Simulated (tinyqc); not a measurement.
Worked calculation: RKS/PBE in the sto-3g basis, for LiH, spin multiplicity 1. One step of it, computed by the program tinyqc.

Problem. Iteration 2: DIIS coefficients. Solve [B -1; -1 0][c; lambda] = [0; -1] for the coefficients, which sum to one.

B (overlaps of the stored error matrices):
```
,1,2
1,2.1666285e-01,-1.6144195e-01
2,-1.6144195e-01,1.8787371e-01
```

Give: DIIS coefficients.

Solution.

DIIS coefficients: 0.4802  0.5198
